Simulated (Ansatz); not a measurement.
Species: C2H6O, SMILES `COC` (charge 0, multiplicity 1).

Problem. Give a relaxed geometry from Ansatz (an electronic-structure program) with PBE0-D4/def2-TZVP.

Solution. the end point of this relaxation (outside a Z-matrix the atoms follow the SMILES, hydrogens last).
Z-matrix (Å, degrees):
```
O
C 1 1.3991
H 2 1.0903 1 107.73
C 1 1.3991 2 112.08 3 -180.00
H 4 1.0903 1 107.73 2 180.00
H 2 1.0997 3 108.87 1 -121.14
H 2 1.0997 3 108.87 6 -117.72
H 4 1.0997 5 108.87 1 121.14
H 4 1.0997 5 108.87 8 117.72
```
